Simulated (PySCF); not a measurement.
Basis-set dependence of excited states

Species: anisole, C₇H₈O.
Bonds: C1–O2, O2–C3, C3–C4 (aromatic), C4–C5 (aromatic), C5–C6 (aromatic), C6–C7 (aromatic), C7–C8 (aromatic), C3–C8 (aromatic). Hydrogens: H9, H10, H11 on C1; H12 on C4; H13 on C5; H14 on C6; H15 on C7; H16 on C8.

TDDFT with PBE0 (PySCF), vertical singlets, core orbitals frozen in the response, spherical d and f functions. The structure is a single PBE0-D3(BJ)/def2-SVP conformer in the gas phase; no vibrational or solvent corrections.

```json
{"basis": "6-31G*", "functions": "128", "diffuse": "no", "S1 (eV)": "5.29", "S2 (eV)": "6.09", "S3 (eV)": "7.13", "S4 (eV)": "7.16", "S5 (eV)": "7.56", "LUMO (eV)": "0.25", "α (au)": "71.4"}
{"basis": "def2-SVP", "functions": "152", "diffuse": "no", "S1 (eV)": "5.22", "S2 (eV)": "6.02", "S3 (eV)": "7.06", "S4 (eV)": "7.08", "S5 (eV)": "7.09", "LUMO (eV)": "-0.06", "α (au)": "75.1"}
{"basis": "6-31+G*", "functions": "160", "diffuse": "yes", "S1 (eV)": "5.16", "S2 (eV)": "5.77", "S3 (eV)": "5.88", "S4 (eV)": "6.17", "S5 (eV)": "6.31", "LUMO (eV)": "-0.16", "α (au)": "83.0"}
{"basis": "def2-SVPD", "functions": "227", "diffuse": "yes", "S1 (eV)": "5.13", "S2 (eV)": "5.89", "S3 (eV)": "6.21", "S4 (eV)": "6.66", "S5 (eV)": "6.88", "LUMO (eV)": "-0.25", "α (au)": "86.1"}
{"basis": "aug-cc-pVDZ", "functions": "256", "diffuse": "yes", "S1 (eV)": "5.08", "S2 (eV)": "5.45", "S3 (eV)": "5.81", "S4 (eV)": "5.84", "S5 (eV)": "5.99", "LUMO (eV)": "-0.26", "α (au)": "88.7"}
{"basis": "def2-TZVP", "functions": "296", "diffuse": "no", "S1 (eV)": "5.12", "S2 (eV)": "5.87", "S3 (eV)": "6.66", "S4 (eV)": "6.87", "S5 (eV)": "6.90", "LUMO (eV)": "-0.20", "α (au)": "84.1"}
```

Problem. Compare the sets with the largest diffuse one.

Solution. States are compared by their number. Against the largest diffuse basis here (aug-cc-pVDZ, itself not a converged limit), sets without diffuse functions differ by up to 0.21 eV in S1 and 1.56 eV in S5; the smaller diffuse sets differ by up to 0.08 and 0.89 eV. State by state, the largest deviation of a set without diffuse functions is S1 0.21, S2 0.64, S3 1.32, S4 1.32, S5 1.56 eV. The same number needn't mean the same state in each row. Against aug-cc-pVDZ the polarisability deviates by -20% in 6-31G*, -15% in def2-SVP, -6% in 6-31+G*, -3% in def2-SVPD, -5% in def2-TZVP. A single + in a Pople set puts diffuse functions on heavy atoms only.
